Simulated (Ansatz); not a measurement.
**C2H6B with multiplicity 2: rotation by 120° about the C2–C3 bond, part 1 of 2**

Wanted: the energy profile along the rotation by 120° about the C2–C3 bond, from relaxed end points and a band of images. SMILES of the start: [BH]CC.

Method: UKS CAM-B3LYP/6-31G*, in Ansatz 0.2.0.

1 further run of the same task is left out (it didn't finish).

### Step 1. The structure to begin with

Bond lengths: B1–C2 1.533 Å, C2–C3 1.508 Å, B1–H4 1.184 Å, C2–H5 1.129 Å, C2–H6 1.127 Å, C3–H7 1.170 Å, C3–H8 1.068 Å, C3–H9 1.154 Å. Angles: B1–C2–C3 108.9°, B1–C2–H5 109.2°, B1–C2–H6 109.6°, C3–C2–H5 109.7°, C3–C2–H6 110.8°, H5–C2–H6 108.6°, C2–B1–H4 119.2°, C2–C3–H7 108.4°, C2–C3–H8 112.4°, C2–C3–H9 111.4°, H7–C3–H8 106.1°, H7–C3–H9 105.1°, H8–C3–H9 113.0°.

As a file:

```xyz
9

B    -1.3637    0.7196   -0.3875
C     0.1467    0.4892   -0.2668
C     0.3888   -0.7073    0.6188
H    -1.8611    0.7394   -1.4615
H     0.5763    0.2961   -1.2927
H     0.6363    1.4095    0.1614
H     1.5440   -0.8712    0.7116
H    -0.0049   -1.6085    0.2030
H     0.0262   -0.5130    1.6966
```

### Step 2. End point A

Input file input.yaml:

```yaml
crystal:
  periodic: [false, false, false]
  atoms:
    - { symbol: B, position_ang: [-1.3637, 0.7196, -0.3875] }
    - { symbol: C, position_ang: [0.1467, 0.4892, -0.2668] }
    - { symbol: C, position_ang: [0.3888, -0.7073, 0.6188] }
    - { symbol: H, position_ang: [-1.8611, 0.7394, -1.4615] }
    - { symbol: H, position_ang: [0.5763, 0.2961, -1.2927] }
    - { symbol: H, position_ang: [0.6363, 1.4095, 0.1614] }
    - { symbol: H, position_ang: [1.544, -0.8712, 0.7116] }
    - { symbol: H, position_ang: [-0.0049, -1.6085, 0.203] }
    - { symbol: H, position_ang: [0.0262, -0.513, 1.6966] }
magnetization:
  spin_polarized: true
  initial_magnetization: 1
basis:
  gaussian: { orbitals: "6-31G*" }
hamiltonian:
  xc: cam_b3lyp
relax:
  f_tol: 0.015
  max_steps: 40
```

Command:

```console
ansatz run input.yaml --threads 1 --pin off --max-ram 2048MiB --backend cpu --events-out ev --progress --plain --runs-dir out
```

Standard output (excerpt; [...] marks lines left out):

```text
Warning: RAYON_NUM_THREADS=1 ignored (pool sized by the plan → 1); use --threads N
[...]
Functional definition: CAM-B3LYP
[...]
696 factors; integrals over basis functions are off by at most 5.2e-4 eV
246 factors; integrals over basis functions are off by at most 7.9e-7 eV
[...]
mean field -2843.24500061 eV, -104.4873265518 hartree, gradient 6.7e-5 eV, S^2 0.750983; 0 other end points of the search recorded, 0 dependent functions left out
[...]
reference -2843.24509103 eV, -104.4873298747 hartree; 12, 11 occupied and 45, 46 virtual orbitals, 696 factors
relax step   1: F+E_penalty+E_count = -2843.24500061 eV  Δ(F+E_penalty+E_count) = +0.000e0 eV  max|allowed force component| = 2.875e0 eV/Å  Δτ_max = 0.0000 Å  (29 SCF iters, accepted)
[...]
relax step   3: F+E_penalty+E_count = -2843.56066313 eV  Δ(F+E_penalty+E_count) = -2.818e-2 eV  max|allowed force component| = 1.313e-1 eV/Å  Δτ_max = 0.0488 Å  (35 SCF iters, accepted)
[...]
relax step   5: F+E_penalty+E_count = -2843.56121641 eV  Δ(F+E_penalty+E_count) = +2.169e-2 eV  max|allowed force component| = 1.026e0 eV/Å  Δτ_max = 0.1965 Å  (35 SCF iters, rejected (line search))
[...]
relax step   7: F+E_penalty+E_count = -2843.61762232 eV  Δ(F+E_penalty+E_count) = -1.400e-2 eV  max|allowed force component| = 2.090e-1 eV/Å  Δτ_max = 0.0975 Å  (33 SCF iters, accepted)
[...]
relax step  11: F+E_penalty+E_count = -2843.62711315 eV  Δ(F+E_penalty+E_count) = -6.506e-4 eV  max|allowed force component| = 9.465e-3 eV/Å  Δτ_max = 0.0105 Å  (30 SCF iters, accepted)
696 factors; integrals over basis functions are off by at most 3.9e-4 eV
246 factors; integrals over basis functions are off by at most 7.6e-7 eV
[...]
mean field -2843.62711315 eV, -104.5013689284 hartree, gradient 1.7e-5 eV, S^2 0.751042; 3 other end points of the search recorded, 0 dependent functions left out
[...]
reference -2843.62720375 eV, -104.5013722582 hartree; 12, 11 occupied and 45, 46 virtual orbitals, 696 factors
Total energy: -2843.62720375 eV, -104.5013722582 hartree
Atom 0 at    -1.425908     0.519328    -0.618910 Å, force    -0.009465     0.006865    -0.008287 eV/Å
Atom 1 at     0.079769     0.351127    -0.306839 Å, force     0.000587    -0.002146     0.004438 eV/Å
Atom 2 at     0.503997    -0.731445     0.689876 Å, force     0.003251    -0.006031     0.005166 eV/Å
Atom 3 at    -1.915272     1.309839    -1.373468 Å, force     0.003825    -0.005902     0.006080 eV/Å
Atom 4 at     0.584094     0.203493    -1.276959 Å, force     0.001290     0.002080    -0.004634 eV/Å
Atom 5 at     0.436704     1.341865     0.023036 Å, force     0.002037     0.004129    -0.001838 eV/Å
Atom 6 at     1.589791    -0.752152     0.828776 Å, force    -0.001197     0.000566     0.000179 eV/Å
Atom 7 at     0.191252    -1.722712     0.348860 Å, force    -0.000175    -0.000230    -0.000672 eV/Å
Atom 8 at     0.044172    -0.565542     1.668529 Å, force    -0.000154     0.000668    -0.000433 eV/Å
Dipole moment:     0.194225     0.044924    -0.018296 e Å
```

Wall time 72 s (1 thread of AMD EPYC (Zen 3), shared host); peak memory 0.16 GiB.

The steps of the relaxation:

| step | energy from step 1 (eV) | largest force component (eV/Å) |
| --- | --- | --- |
| 1 | 0.0000 | 2.8750 |
| 2 | -0.2875 | 0.8650 |
| 3 | -0.3157 | 0.1313 |
| 4 | -0.3379 | 0.3361 |
| 5x | -0.3162 | 1.0259 |
| 6 | -0.3586 | 0.2672 |
| 7 | -0.3726 | 0.2090 |
| 8 | -0.3800 | 0.1508 |
| 9 | -0.3808 | 0.0895 |
| 10 | -0.3815 | 0.1307 |
| 11 | -0.3821 | 0.0095 |

Step 1 is the start. 1 step was tried and not accepted (marked x).

After: Bond lengths: B1–C2 1.547 Å, C2–C3 1.531 Å, B1–H4 1.197 Å, C2–H5 1.103 Å, C2–H6 1.104 Å, C3–H7 1.095 Å, C3–H8 1.094 Å, C3–H9 1.094 Å. Angles: B1–C2–C3 118.5°, B1–C2–H5 106.4°, B1–C2–H6 106.1°, C3–C2–H5 110.6°, C3–C2–H6 110.5°, H5–C2–H6 103.6°, C2–B1–H4 126.6°, C2–C3–H7 111.8°, C2–C3–H8 111.0°, C2–C3–H9 111.0°, H7–C3–H8 107.8°, H7–C3–H9 107.8°, H8–C3–H9 107.2°.

### Step 3. Relaxing end B

The second end starts from a geometry with the move made by hand.

Changes to input.yaml since step 2:

```diff
@@ -9,5 +9,5 @@
     - { symbol: H, position_ang: [0.6363, 1.4095, 0.1614] }
-    - { symbol: H, position_ang: [1.544, -0.8712, 0.7116] }
-    - { symbol: H, position_ang: [-0.0049, -1.6085, 0.203] }
-    - { symbol: H, position_ang: [0.0262, -0.513, 1.6966] }
+    - { symbol: H, position_ang: [-0.08013, -0.49106, 1.66919] }
+    - { symbol: H, position_ang: [1.42778, -0.88418, 0.78995] }
+    - { symbol: H, position_ang: [-0.16797, -1.63914, 0.2282] }
 magnetization:
```

Command:

```console
ansatz run input.yaml --threads 1 --pin off --max-ram 2048MiB --backend cpu --events-out ev --progress --plain --runs-dir out
```

Standard output (excerpt; [...] marks lines left out):

```text
Warning: RAYON_NUM_THREADS=1 ignored (pool sized by the plan → 1); use --threads N
[...]
[... 1 set-up line as earlier in the session ...]
[...]
696 factors; integrals over basis functions are off by at most 4.6e-4 eV
246 factors; integrals over basis functions are off by at most 8.0e-7 eV
[...]
mean field -2843.24359351 eV, -104.4872748417 hartree, gradient 7.2e-5 eV, S^2 0.750961; 0 other end points of the search recorded, 0 dependent functions left out
[...]
reference -2843.24368448 eV, -104.4872781847 hartree; 12, 11 occupied and 45, 46 virtual orbitals, 696 factors
relax step   1: F+E_penalty+E_count = -2843.24359351 eV  Δ(F+E_penalty+E_count) = +0.000e0 eV  max|allowed force component| = 2.405e0 eV/Å  Δτ_max = 0.0000 Å  (30 SCF iters, accepted)
[...]
relax step   4: F+E_penalty+E_count = -2843.57297480 eV  Δ(F+E_penalty+E_count) = -1.316e-2 eV  max|allowed force component| = 5.276e-1 eV/Å  Δτ_max = 0.1966 Å  (35 SCF iters, accepted)
[...]
reference -2843.62720267 eV, -104.5013722185 hartree; 12, 11 occupied and 45, 46 virtual orbitals, 696 factors
Total energy: -2843.62720267 eV, -104.5013722185 hartree
Atom 0 at    -1.445042     0.545815    -0.640990 Å, force     0.006716    -0.002482     0.000960 eV/Å
Atom 1 at     0.050611     0.343818    -0.300050 Å, force    -0.002913     0.000808    -0.002567 eV/Å
Atom 2 at     0.431246    -0.739187     0.714093 Å, force    -0.000289     0.004144    -0.001620 eV/Å
Atom 3 at    -1.899781     1.339225    -1.413292 Å, force    -0.001985     0.000675    -0.000130 eV/Å
Atom 4 at     0.569113     0.176165    -1.259673 Å, force    -0.001987     0.000406     0.004099 eV/Å
Atom 5 at     0.424013     1.329626     0.027200 Å, force     0.001926    -0.003560     0.000351 eV/Å
Atom 6 at    -0.042203    -0.553341     1.682577 Å, force    -0.000672     0.000543     0.000225 eV/Å
Atom 7 at     1.513495    -0.784072     0.872976 Å, force     0.000802     0.001527     0.000227 eV/Å
Atom 8 at     0.101528    -1.725930     0.376199 Å, force    -0.001598    -0.002060    -0.001545 eV/Å
Dipole moment:     0.195431     0.039965    -0.015239 e Å
```

Wall time 80 s (1 thread of AMD EPYC (Zen 3), shared host); peak memory 0.16 GiB.

Relaxation path:

| step | energy from step 1 (eV) | largest force component (eV/Å) |
| --- | --- | --- |
| 1 | 0.0000 | 2.4048 |
| 2 | -0.2890 | 0.7998 |
| 3 | -0.3162 | 0.1438 |
| 4 | -0.3294 | 0.5276 |
| 5x | -0.3265 | 0.7832 |
| 6 | -0.3539 | 0.3670 |
| 7 | -0.3721 | 0.2843 |
| 8x | -0.3689 | 0.3035 |
| 9 | -0.3805 | 0.0693 |
| 10 | -0.3824 | 0.1668 |
| 11 | -0.3835 | 0.0254 |
| 12 | -0.3835 | 0.0067 |

Step 1 is the start. 2 steps were tried and not accepted (marked x).

After: Bond lengths: B1–C2 1.547 Å, C2–C3 1.532 Å, B1–H4 1.197 Å, C2–H5 1.104 Å, C2–H6 1.104 Å, C3–H7 1.094 Å, C3–H8 1.095 Å, C3–H9 1.094 Å. Angles: B1–C2–C3 118.6°, B1–C2–H5 106.4°, B1–C2–H6 106.0°, C3–C2–H5 110.6°, C3–C2–H6 110.6°, H5–C2–H6 103.6°, C2–B1–H4 126.6°, C2–C3–H7 111.0°, C2–C3–H8 111.8°, C2–C3–H9 111.0°, H7–C3–H8 107.8°, H7–C3–H9 107.2°, H8–C3–H9 107.8°.

### Step 4. The band

crystal.atoms is end A as relaxed above, and neb.final_atoms is end B, turned to lie on A. With 7 inner images the band has 9 in all. The start path is listed, through a guess of the saddle.

Input file input.yaml:

```yaml
crystal:
  periodic: [false, false, false]
  atoms:
    - { symbol: B, position_ang: [-1.425908, 0.519328, -0.61891] }
    - { symbol: C, position_ang: [0.079769, 0.351127, -0.306839] }
    - { symbol: C, position_ang: [0.503997, -0.731445, 0.689876] }
    - { symbol: H, position_ang: [-1.915272, 1.309839, -1.373468] }
    - { symbol: H, position_ang: [0.584094, 0.203493, -1.276959] }
    - { symbol: H, position_ang: [0.436704, 1.341865, 0.023036] }
    - { symbol: H, position_ang: [1.589791, -0.752152, 0.828776] }
    - { symbol: H, position_ang: [0.191252, -1.722712, 0.34886] }
    - { symbol: H, position_ang: [0.044172, -0.565542, 1.668529] }
magnetization:
  spin_polarized: true
  initial_magnetization: 1
basis:
  gaussian: { orbitals: "6-31G*" }
hamiltonian:
  xc: cam_b3lyp
neb:
  order_check: false
  images: 7
  f_tol: 0.05
  max_iterations: 41
  final_atoms:
    - { symbol: B, position_ang: [-1.29985821, 0.96220541, -0.26327487] }
    - { symbol: C, position_ang: [0.03682477, 0.20049049, -0.42786455] }
    - { symbol: C, position_ang: [0.51328934, -0.69920162, 0.71660235] }
    - { symbol: H, position_ang: [-1.808056, 1.6924127, -1.06406804] }
    - { symbol: H, position_ang: [-0.04617584, -0.3756048, -1.36544295] }
    - { symbol: H, position_ang: [0.7968145, 0.96627277, -0.66095712] }
    - { symbol: H, position_ang: [0.6431433, -0.1251445, 1.63869255] }
    - { symbol: H, position_ang: [1.4686765, -1.18039943, 0.48378181] }
    - { symbol: H, position_ang: [-0.21605936, -1.48723003, 0.92543183] }
  initial_path:
    images:
      - { positions_ang: [[-1.425908, 0.519328, -0.61891], [0.079769, 0.351127, -0.306839], [0.503997, -0.731445, 0.689876], [-1.915272, 1.309839, -1.373468], [0.584094, 0.203493, -1.276959], [0.436704, 1.341865, 0.023036], [1.589791, -0.752152, 0.828776], [0.191252, -1.722712, 0.34886], [0.044172, -0.565542, 1.668529]] }
      - { positions_ang: [[-1.37727409, 0.62919276, -0.51360656], [0.1050046, 0.36211617, -0.32778369], [0.47955613, -0.72608208, 0.67005944], [-1.93158454, 1.22403565, -1.30865219], [0.50737368, 0.14884307, -1.31718779], [0.56204724, 1.311026, -0.04648084], [1.52006753, -0.66746295, 0.94445052], [0.31255485, -1.70013422, 0.29805622], [-0.0891464, -0.62773341, 1.58404589]] }
      - { positions_ang: [[-1.32864018, 0.73905753, -0.40830312], [0.13024021, 0.37310535, -0.34872839], [0.45511526, -0.72071917, 0.65024288], [-1.94789709, 1.13823231, -1.24383639], [0.43065335, 0.09419313, -1.35741657], [0.68739049, 1.280187, -0.11599769], [1.45034406, -0.5827739, 1.06012504], [0.4338577, -1.67755644, 0.24725245], [-0.22246479, -0.68992481, 1.49956278]] }
      - { positions_ang: [[-1.28000627, 0.84892229, -0.30299967], [0.15547581, 0.38409452, -0.36967308], [0.43067438, -0.71535625, 0.63042632], [-1.96420963, 1.05242896, -1.17902058], [0.35393303, 0.0395432, -1.39764536], [0.81273373, 1.249348, -0.18551453], [1.38062058, -0.49808485, 1.17579956], [0.55516054, -1.65497866, 0.19644867], [-0.35578319, -0.75211622, 1.41507967]] }
      - { positions_ang: [[-1.23137236, 0.95878706, -0.19769623], [0.18071142, 0.39508369, -0.39061778], [0.40623351, -0.70999333, 0.61060976], [-1.98052218, 0.96662562, -1.11420477], [0.27721271, -0.01510673, -1.43787415], [0.93807698, 1.21850899, -0.25503137], [1.31089711, -0.4133958, 1.29147409], [0.67646339, -1.63240088, 0.14564489], [-0.48910158, -0.81430763, 1.33059656]] }
      - { positions_ang: [[-1.24849382, 0.95964165, -0.21409089], [0.14473976, 0.34643539, -0.39992947], [0.43299747, -0.7072954, 0.63710791], [-1.93740563, 1.14807239, -1.10167059], [0.19636557, -0.10523125, -1.41976635], [0.90276136, 1.15544994, -0.35651281], [1.14395866, -0.34133297, 1.3782787], [0.87451667, -1.51940051, 0.23017912], [-0.42084103, -0.98253823, 1.22930538]] }
      - { positions_ang: [[-1.26561529, 0.96049624, -0.23048555], [0.10876809, 0.29778709, -0.40924116], [0.45976143, -0.70459747, 0.66360605], [-1.89428909, 1.32951916, -1.08913641], [0.11551844, -0.19535577, -1.40165855], [0.86744574, 1.09239088, -0.45799425], [0.97702021, -0.26927015, 1.46508332], [1.07256995, -1.40640015, 0.31471335], [-0.35258047, -1.15076883, 1.1280142]] }
      - { positions_ang: [[-1.28273675, 0.96135082, -0.24688021], [0.07279643, 0.24913879, -0.41855286], [0.48652538, -0.70189954, 0.6901042], [-1.85117254, 1.51096593, -1.07660222], [0.0346713, -0.28548029, -1.38355075], [0.83213012, 1.02933183, -0.55947568], [0.81008175, -0.19720733, 1.55188793], [1.27062322, -1.29339979, 0.39924758], [-0.28431992, -1.31899943, 1.02672301]] }
      - { positions_ang: [[-1.29985821, 0.96220541, -0.26327487], [0.03682477, 0.20049049, -0.42786455], [0.51328934, -0.69920162, 0.71660235], [-1.808056, 1.6924127, -1.06406804], [-0.04617584, -0.3756048, -1.36544295], [0.7968145, 0.96627277, -0.66095712], [0.6431433, -0.1251445, 1.63869255], [1.4686765, -1.18039943, 0.48378181], [-0.21605936, -1.48723003, 0.92543183]] }
```

Command:

```console
ansatz run input.yaml --threads 1 --pin off --max-ram 2048MiB --backend cpu --events-out ev --progress --plain --runs-dir out
```

Standard output (excerpt; [...] marks lines left out):

```text
Warning: RAYON_NUM_THREADS=1 ignored (pool sized by the plan → 1); use --threads N
[...]
[... 1 set-up line as earlier in the session ...]
[...]
695 factors; integrals over basis functions are off by at most 3.9e-4 eV
246 factors; integrals over basis functions are off by at most 7.6e-7 eV
[...]
mean field -2843.62711400 eV, -104.5013689597 hartree, gradient 4.6e-5 eV, S^2 0.751042; 2 other end points of the search recorded, 0 dependent functions left out
[...]
reference -2843.62720440 eV, -104.5013722821 hartree; 12, 11 occupied and 45, 46 virtual orbitals, 695 factors
695 factors; integrals over basis functions are off by at most 3.8e-4 eV
246 factors; integrals over basis functions are off by at most 7.5e-7 eV
[...]
mean field -2843.62711182 eV, -104.5013688796 hartree, gradient 4.6e-5 eV, S^2 0.751041; 2 other end points of the search recorded, 0 dependent functions left out
[...]
Total energy: -2843.52557388 eV, -104.4976374292 hartree
Atom 0 at    -1.386637     0.815947    -0.358375 Å, force    -0.020489    -0.025962    -0.009118 eV/Å
Atom 1 at     0.057867     0.269673    -0.381393 Å, force     0.018816     0.049510     0.044180 eV/Å
Atom 2 at     0.506488    -0.740712     0.694948 Å, force    -0.020140     0.009120    -0.014913 eV/Å
Atom 3 at    -1.889707     1.542445    -1.166782 Å, force     0.014510    -0.001413     0.005433 eV/Å
Atom 4 at     0.260366    -0.109712    -1.394367 Å, force    -0.009033    -0.002834    -0.017685 eV/Å
Atom 5 at     0.669695     1.189089    -0.334429 Å, force     0.011708    -0.024621    -0.012795 eV/Å
Atom 6 at     1.300555    -0.333786     1.327251 Å, force    -0.000688     0.002094    -0.000693 eV/Å
Atom 7 at     0.892455    -1.659788     0.245221 Å, force     0.002791     0.000028    -0.000335 eV/Å
Atom 8 at    -0.322482    -1.019354     1.350826 Å, force     0.002525    -0.005922     0.005926 eV/Å
Dipole moment:     0.200470    -0.017828    -0.075031 e Å
this run last wrote the band of iteration 10 to <dir>
```

Wall time 7.9 min (1 thread of AMD EPYC (Zen 3), shared host); peak memory 0.16 GiB.

### Step 5. The band, image by image

The 7 inner images lie between the fixed ends 0 and 8. Energy is taken from image 0, and the path length is the program's own coordinate along the band.

| image | path (Å) | energy (eV) | dihedral B1–C2–C3–H8 (°) | band force (eV/Å) |
| --- | --- | --- | --- | --- |
| 0 | 0.000 | 0.0000 | 60 | - |
| 1 | 0.371 | 0.0148 | 77 | 0.006 |
| 2 | 0.742 | 0.0510 | 92 | 0.002 |
| 3 | 1.113 | 0.0870 | 108 | 0.009 |
| 4* | 1.484 | 0.1016 | 124 | 0.050 |
| 5 | 1.839 | 0.0845 | 137 | 0.047 |
| 6 | 2.195 | 0.0484 | 150 | 0.024 |
| 7 | 2.550 | 0.0140 | 164 | 0.009 |
| 8 | 2.906 | 0.0000 | -180 | - |

The star marks the climbing image.

image, energy (eV) and a bar:
```
        0      0.000 
        1      0.015 ####
        2      0.051 ###############
        3      0.087 ##########################
        4      0.102 ##############################
        5      0.085 #########################
        6      0.048 ##############
        7      0.014 ####
        8      0.000
```

The top of the band by iteration:

| iteration | highest image above image 0 (eV) | largest band force (eV/Å) |
| --- | --- | --- |
| 1 | 0.5405 | 3.428 |
| 2 | 0.2055 | 1.205 |
| 3 | 0.1773 | 0.168 |
| 4 | 0.1674 | 0.264 |
| 5 | 0.1571 | 0.257 |
| 6 | 0.1443 | 0.264 |
| 7 | 0.1190 | 0.275 |
| 8 | 0.1063 | 0.161 |
| 9 | 0.1029 | 0.122 |
| 10 | 0.1016 | 0.050 |

The band as a trajectory file:

```xyz
9
image=0 dE=0.0000
B    -1.426    0.519   -0.619
C     0.080    0.351   -0.307
C     0.504   -0.731    0.690
H    -1.915    1.310   -1.373
H     0.584    0.203   -1.277
H     0.437    1.342    0.023
H     1.590   -0.752    0.829
H     0.191   -1.723    0.349
H     0.044   -0.566    1.669
9
image=1 dE=0.0148
B    -1.430    0.599   -0.540
C     0.077    0.321   -0.336
C     0.504   -0.731    0.693
H    -1.914    1.369   -1.319
H     0.522    0.110   -1.321
H     0.496    1.309   -0.071
H     1.561   -0.632    0.961
H     0.356   -1.743    0.304
H    -0.084   -0.648    1.611
9
image=2 dE=0.0510
B    -1.425    0.667   -0.482
C     0.071    0.300   -0.355
C     0.505   -0.733    0.697
H    -1.906    1.435   -1.264
H     0.441    0.025   -1.355
H     0.556    1.274   -0.164
H     1.503   -0.517    1.091
H     0.533   -1.740    0.273
H    -0.189   -0.756    1.542
9
image=3 dE=0.0870
B    -1.414    0.731   -0.428
C     0.065    0.286   -0.367
C     0.506   -0.735    0.699
H    -1.896    1.496   -1.213
H     0.350   -0.047   -1.378
H     0.618    1.234   -0.253
H     1.415   -0.416    1.215
H     0.714   -1.712    0.252
H    -0.269   -0.883    1.456
9
image=4 dE=0.1016
B    -1.387    0.816   -0.358
C     0.058    0.270   -0.381
C     0.506   -0.741    0.695
H    -1.890    1.542   -1.167
H     0.260   -0.110   -1.394
H     0.670    1.189   -0.334
H     1.301   -0.334    1.327
H     0.892   -1.660    0.245
H    -0.322   -1.019    1.351
9
image=5 dE=0.0845
B    -1.372    0.849   -0.334
C     0.056    0.260   -0.388
C     0.507   -0.731    0.702
H    -1.870    1.581   -1.141
H     0.167   -0.178   -1.393
H     0.726    1.136   -0.424
H     1.163   -0.252    1.435
H     1.059   -1.574    0.276
H    -0.347   -1.138    1.250
9
image=6 dE=0.0484
B    -1.357    0.874   -0.314
C     0.054    0.249   -0.396
C     0.509   -0.720    0.707
H    -1.851    1.616   -1.113
H     0.087   -0.241   -1.384
H     0.767    1.083   -0.505
H     1.000   -0.187    1.526
H     1.219   -1.461    0.327
H    -0.339   -1.260    1.136
9
image=7 dE=0.0140
B    -1.337    0.905   -0.293
C     0.049    0.229   -0.410
C     0.511   -0.709    0.711
H    -1.831    1.655   -1.085
H     0.019   -0.306   -1.375
H     0.791    1.027   -0.582
H     0.822   -0.143    1.595
H     1.359   -1.327    0.399
H    -0.296   -1.378    1.023
9
image=8 dE=0.0000
B    -1.300    0.962   -0.263
C     0.037    0.200   -0.428
C     0.513   -0.699    0.717
H    -1.808    1.692   -1.064
H    -0.046   -0.376   -1.365
H     0.797    0.966   -0.661
H     0.643   -0.125    1.639
H     1.469   -1.180    0.484
H    -0.216   -1.487    0.925
```

(Continued in part 2 of 2.)
